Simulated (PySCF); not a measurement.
**CO(OH): from structure and modes to constants**

Computed with UPBE0/[C def2-TZVP, O def2-TZVP, H def2-TZVP], no relativity, density fitting, PySCF.

The doublet minimum has Cs symmetry. Masses (u): C 12.00000, O 15.99492, H 1.00782.

```xyz
4
charge 0 multiplicity 2, angstrom
C     0.0826    0.3328   -0.2120
O     1.1022   -0.2487   -0.2199
O    -1.0558   -0.0412    0.3661
H    -1.7205    0.6384    0.2041
```

Harmonic wavenumbers (cm⁻¹): 553.6 (a'', ×1), 630.3 (a', ×1), 1128.0 (a', ×1), 1249.4 (a', ×1), 1945.5 (a', ×1), 3835.9 (a', ×1).

**Question.** Find the principal moments of inertia and the rotational constants. What kind of rotor is it?

**Answer.** About the centre of mass I = 2.9588, 43.619, 46.578 u Å². With B = 16.8576/I this gives 5.697, 0.3865, 0.3619 cm⁻¹. The molecule is an asymmetric top with κ = -0.99.

**Question.** What is the harmonic zero-point energy?

**Answer.** Half the sum of all 6 wavenumbers, 9343/2 = 4671 cm⁻¹, which is 55.9 kJ/mol (1 cm⁻¹ = 0.0119627 kJ/mol).

**Question.** Find the vibrational entropy and heat capacity at 298.15 K.

**Answer.** With u = 1.43878 ω/T, each mode gives S = R[u/(eᵘ−1) − ln(1−e⁻ᵘ)] and C = R u² eᵘ/(eᵘ−1)².
| ω (cm⁻¹) | u | S (J/(mol K)) | C (J/(mol K)) |
| --- | --- | --- | --- |
| 553.6 | 2.672 | 2.25 | 4.74 |
| 630.3 | 3.042 | 1.67 | 4.05 |
| 1128.0 | 5.443 | 0.23 | 1.07 |
| 1249.4 | 6.029 | 0.14 | 0.73 |
| 1945.5 | 9.388 | 0.01 | 0.06 |
| 3835.9 | 18.511 | 0.00 | 0.00 |
The sums over all modes are S = 4.3 and C = 10.7 J/(mol K); the softest mode gives 52 % of the entropy.

This need not be the most stable arrangement of these atoms.
